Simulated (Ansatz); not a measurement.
```yaml
crystal:
  periodic: [false, false, false]
  atoms:
    - {symbol: Ni, position_ang: [-0.544840, -0.023835, -0.000989]}
    - {symbol: N, position_ang: [1.166594, -0.522774, 0.004248]}
    - {symbol: N, position_ang: [1.116493, 0.622653, -0.000106]}
basis:
  gaussian: {orbitals: def2-TZVP}
hamiltonian: {xc: pbe0}
relax: {f_tol: 0.004, max_steps: 80}
```

```sh
$ ansatz run in.yaml --threads 1 --pin off --events-out ev --progress --plain --max-ram 2176MiB
```

Steps of the relaxation (energy above the last step; positions in Å, forces in eV/Å):

```
3
step 1, 64.1 meV
Ni   -0.545   -0.024   -0.001   -1.807   -0.079   -0.003
N     1.167   -0.523    0.004    0.930   -0.561    0.004
N     1.116    0.623    0.000    0.877    0.640   -0.001
```

```
3
step 2, 31.8 meV
Ni   -0.559   -0.024   -0.001   -1.195   -0.052   -0.002
N     1.174   -0.524    0.004    0.600   -0.035    0.001
N     1.123    0.624    0.000    0.595    0.087    0.001
```

```
3
step 3, 1.5 meV
Ni   -0.589   -0.026   -0.001   -0.192   -0.008    0.000
N     1.188   -0.522    0.004    0.085    0.243   -0.001
N     1.138    0.624    0.000    0.106   -0.235    0.001
```

```
3
step 6, 0.0 meV
Ni   -0.596   -0.026   -0.001   -0.001    0.000    0.000
N     1.192   -0.520    0.004    0.000    0.000    0.000
N     1.142    0.622    0.000    0.000    0.001    0.000
```

Close pairs at the end: N2–N3 1.144 Å, Ni1–N2 1.856 Å, Ni1–N3 1.856 Å.

A stationary point of restricted PBE0 after 6 steps (its stability towards spin polarisation wasn't tested); no frequencies were run, so it isn't proven a minimum. 14 s on 1 thread of Intel Xeon 6975P-C, shared host.
